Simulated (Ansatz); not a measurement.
# H₃O (doublet): from Hartree-Fock to the top rungs at distance H1–H2 along a hydrogen transfer = 0.745 Å, cc-pVDZ

How much of the correlation energy of H₃O (doublet) does each wave-function method recover here?

The runs use Ansatz 0.2.0, Gaussian basis; cc-pVDZ, core rule «outside noble gas», up to 1 orbitals frozen.

To be run: UHF; CCSD(T) on ROHF; CCSD(T) on UHF; BCCD(T) on ROHF; CISD; CCSDT(Q) on ROHF; CCSDT(Q) on UHF; CCSDTQ on ROHF; CCSDTQ on UHF; CASSCF and MRCISD+Q, 3 electrons in 3 orbitals; CASSCF and NEVPT2, 3 electrons in 3 orbitals; CASSCF and MRCISD+Q, 9 electrons in 7 orbitals; CASSCF and NEVPT4(SD), 9 electrons in 7 orbitals; CASSCF and NEVPT2, 9 electrons in 7 orbitals.

## 1. The system

The geometry derives from fragments relaxed apart (PBE0/def2-TZVP) and kept rigid, so it is no stationary point. A hydrogen atom is moved between rigid fragments.

4 atoms, charge 0, spin multiplicity 2.

Atoms are counted from 1 here; the program's logs count them from 0.

Bond lengths: H1–H2 0.745 Å, O3–H4 0.973 Å.

## 2. UHF

The input, in.yaml:

```yaml
crystal:
  periodic: [false, false, false]
  atoms:
    - {symbol: H, position_ang: [-2.056341, 0.049803, 0.000000]}
    - {symbol: H, position_ang: [-1.311341, 0.049803, 0.000000]}
    - {symbol: O, position_ang: [0.184659, 0.049803, 0.000000]}
    - {symbol: H, position_ang: [0.436518, -0.890147, 0.000000]}
basis:
  gaussian: {orbitals: cc-pVDZ}
magnetization: {spin_polarized: true, initial_magnetization: 1}
hamiltonian: {xc: hf}
output: {orbitals: {seedname: orbitals}}
```

Started as:

```sh
$ ansatz run in.yaml --threads 1 --pin off --events-out ev --progress --plain --max-ram 2816MiB --backend cpu
```

Further steps of the session: CCSD(T) on ROHF; CCSD(T) on UHF; BCCD(T) on ROHF; CISD; CCSDT(Q) on ROHF; CCSDT(Q) on UHF; CCSDTQ on ROHF; CCSDTQ on UHF; CASSCF and MRCISD+Q, 3 electrons in 3 orbitals; CASSCF and NEVPT2, 3 electrons in 3 orbitals; CASSCF and MRCISD+Q, 9 electrons in 7 orbitals; CASSCF and NEVPT4(SD), 9 electrons in 7 orbitals; CASSCF and NEVPT2, 9 electrons in 7 orbitals.

**Question.** What will the summary of the whole plan be? Wanted: UCCSDTQ below the RHF energy; RMP2 from UCCSDTQ; UMP2 from UCCSDTQ; RCCSD from UCCSDTQ; RCCSD(T) from UCCSDTQ; UCCSD(T) from UCCSDTQ; RCCSDT(Q) from UCCSDTQ; UCCSDT(Q) from UCCSDTQ; MRCISD+Q pair from UCCSDTQ.

The runs gave:

| quantity | value |
| --- | --- |
| UCCSDTQ below the RHF energy | -5.8740 eV |
| RMP2 from UCCSDTQ | +717.2 meV |
| UMP2 from UCCSDTQ | +710.7 meV |
| RCCSD from UCCSDTQ | +90.9 meV |
| RCCSD(T) from UCCSDTQ | +17.3 meV |
| UCCSD(T) from UCCSDTQ | +16.9 meV |
| RCCSDT(Q) from UCCSDTQ | +0.7 meV |
| UCCSDT(Q) from UCCSDTQ | 0.0 meV |
| MRCISD+Q pair from UCCSDTQ | +9.3 meV |
| NEVPT2 valence from UCCSDTQ | +779.4 meV |
| NEVPT4(SD) valence from UCCSDTQ | +77.1 meV |
| levels within 1 kcal/mol (43 meV) | RCCSD(T), UCCSD(T), BCCD(T), RCCSDT, UCCSDT, RCCSDT(Q), UCCSDT(Q), RCCSDTQ, MRCISD+Q pair, MRCISD+Q valence |
| T1 diagnostic | 0.024 |
| effectively unpaired electrons | 1.01 |

RCCSD(T) misses by +17.3 meV, 0.3 % of the correlation energy. One determinant dominates. Of the multireference levels listed MRCISD+Q pair comes nearest in total energy (+9.3 meV), which doesn't show that its space is the better one. These misses are within one basis, not against nature; the frozen cores of restricted and unrestricted runs differ, which can shift their rows.
